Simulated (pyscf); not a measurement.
Single points on ωB97X-D3(BJ)/def2-SVP structures (PySCF, gas phase). MP2 and CC: frozen core, UHF for open shells. ΔMP2 is the change of the MP2 total energy from the triple- to the quadruple-zeta basis.

Estimate the classical barrier height and the reaction energy of propene (H₂C=CH–CH₃) + water (H₂O) → H₃C–CH₂–CH₂–OH at CCSD(T)/def2-TZVPP + ΔMP2(QZVPP). The step runs on the singlet surface, breaks H–O and forms C–H, C–O; take the separated reactants as zero.

ΔE‡ = 61.0 kcal/mol, ΔE = -11.4 kcal/mol. Zero-point energy shifts the barrier by -0.4 kcal/mol. It is an addition across a multiple bond or ene-type step, with an imaginary mode of 1989i cm⁻¹. One saddle was located; it need not be the lowest between these sides. The CCSD(T) − MP2 part came from Ansatz, without density fitting, on the same reference.
